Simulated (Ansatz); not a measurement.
# C8H18: one species, many methods

How much do the methods differ for C8H18? The plan is to run it at one geometry with functionals of several rungs and with coupled cluster, and see how far each lands from CCSD(T) at the basis-set limit for the atomisation energy.

The runs use Ansatz 0.2.0, Gaussian basis; functionals in def2-TZVPP, the program's frozen cores in correlated methods.

The runs, in order: PBE-D4, r2SCAN-D4, PBE0-D4, B3LYP-D4, ωB97X-V, ωB97M-V, B2PLYP; CCSD(T)/def2-TZVPP; MP2/def2-QZVPP; extrapolation to the limit.

### 1 The relaxed structure

All runs share one geometry, relaxed beforehand with PBE0-D4 in a triple-zeta def2 set.

SMILES `CCCCC(C)CC`, 26 atoms, charge 0, spin multiplicity 1.

Atoms are counted from 1 here; the program's logs count them from 0.

Bond lengths: C1–C2 1.520 Å, C1–H9 1.094 Å, C1–H10 1.093 Å, C1–H11 1.092 Å, C2–C3 1.524 Å, C2–H12 1.095 Å, C2–H13 1.097 Å, C3–C4 1.522 Å, C3–H14 1.096 Å, C3–H15 1.095 Å, C4–C5 1.531 Å, C4–H16 1.095 Å, C4–H17 1.096 Å, C5–C6 1.523 Å, C5–C7 1.528 Å, C5–H18 1.099 Å, C6–H19 1.093 Å, C6–H20 1.093 Å and more. Angles: C2–C1–H9 110.9°, C2–C1–H10 111.2°, C2–C1–H11 112.0°, H9–C1–H10 107.6°, H9–C1–H11 107.6°, H10–C1–H11 107.3°, C1–C2–C3 114.2°, C1–C2–H12 109.0°, C1–C2–H13 109.5°, C3–C2–H12 108.7°, C3–C2–H13 109.1°, H12–C2–H13 106.0°, C2–C3–C4 113.6°, C2–C3–H14 108.8°, C2–C3–H15 108.5°, C4–C3–H14 110.1°, C4–C3–H15 109.4°, H14–C3–H15 106.1° and more.

### 2 PBE-D4 (GGA)

The input, in.yaml:

```yaml
crystal:
  periodic: [false, false, false]
  atoms:
    - {symbol: C, position_ang: [-2.674975, 1.790985, 0.699697]}
    - {symbol: C, position_ang: [-1.927634, 0.669082, 1.402730]}
    - {symbol: C, position_ang: [-0.497936, 0.469309, 0.913046]}
    - {symbol: C, position_ang: [-0.408361, -0.012367, -0.527781]}
    - {symbol: C, position_ang: [1.008546, -0.243662, -1.060817]}
    - {symbol: C, position_ang: [1.784988, 1.059962, -1.189281]}
    - {symbol: C, position_ang: [1.808947, -1.262204, -0.250811]}
    - {symbol: C, position_ang: [1.147466, -2.622980, -0.117973]}
    - {symbol: H, position_ang: [-2.133998, 2.737754, 0.791017]}
    - {symbol: H, position_ang: [-3.668669, 1.934557, 1.130423]}
    - {symbol: H, position_ang: [-2.807833, 1.588701, -0.365439]}
    - {symbol: H, position_ang: [-1.905808, 0.875048, 2.478041]}
    - {symbol: H, position_ang: [-2.481889, -0.270053, 1.285998]}
    - {symbol: H, position_ang: [0.050691, 1.411229, 1.029373]}
    - {symbol: H, position_ang: [-0.002740, -0.253750, 1.569643]}
    - {symbol: H, position_ang: [-0.899055, 0.711132, -1.187433]}
    - {symbol: H, position_ang: [-0.985767, -0.939342, -0.622124]}
    - {symbol: H, position_ang: [0.893002, -0.658140, -2.071870]}
    - {symbol: H, position_ang: [2.753148, 0.892791, -1.668610]}
    - {symbol: H, position_ang: [1.236777, 1.792567, -1.787757]}
    - {symbol: H, position_ang: [1.979491, 1.507847, -0.210884]}
    - {symbol: H, position_ang: [2.016890, -0.853413, 0.744754]}
    - {symbol: H, position_ang: [2.787272, -1.381901, -0.729620]}
    - {symbol: H, position_ang: [0.901891, -3.039327, -1.099540]}
    - {symbol: H, position_ang: [1.805386, -3.333616, 0.387511]}
    - {symbol: H, position_ang: [0.220171, -2.570198, 0.457709]}
basis:
  gaussian: {orbitals: def2-TZVPP}
hamiltonian: {xc: pbe, dispersion: d4}
output: {forces: true, orbitals: {seedname: orbitals}}
```

After this run come: r2SCAN-D4 (meta-GGA); PBE0-D4 (hybrid); B3LYP-D4 (hybrid); ωB97X-V (range-separated); ωB97M-V (range-separated); B2PLYP (double hybrid); CCSD(T) in def2-TZVPP; MP2 in def2-QZVPP.

**Question.** What will the summary of the whole plan be? Wanted: atomisation energy, CCSD(T)/CBS; farthest; mean size of error, hybrid; mean size of error, range-separated; gap, smallest and largest; T1 diagnostic; triples share of the correlation energy.

**Answer**, as computed:

```
                               quantity                                  value
        atomisation energy, CCSD(T)/CBS                         10369.4 kJ/mol
 functionals within 51.8 kJ/mol (0.5 %)  r2SCAN-D4, B3LYP-D4, ωB97X-V, ωB97M-V
                               farthest                 PBE-D4 (+165.8 kJ/mol)
             mean size of error, hybrid                            40.6 kJ/mol
    mean size of error, range-separated                            19.5 kJ/mol
              gap, smallest and largest   7.38 eV (PBE-D4), 13.75 eV (ωB97X-V)
                          T1 diagnostic                                 0.0086
triples share of the correlation energy                                  3.8 %
```

**Reading.** PBE-D4 misses by +165.8 kJ/mol. Double hybrids carry the basis error of their MP2 part in triple zeta, and no dispersion term here, so their miss is partly the set-up's. Misses under about 51.8 kJ/mol are within the doubt on the reference itself, which lacks core-valence correlation, relativity and higher excitations. Hartree-Fock recovers 76 % of the binding; the rest is correlation. The gap grows from 7.4 to 13.8 eV across the functionals, mostly with the share of exact exchange.
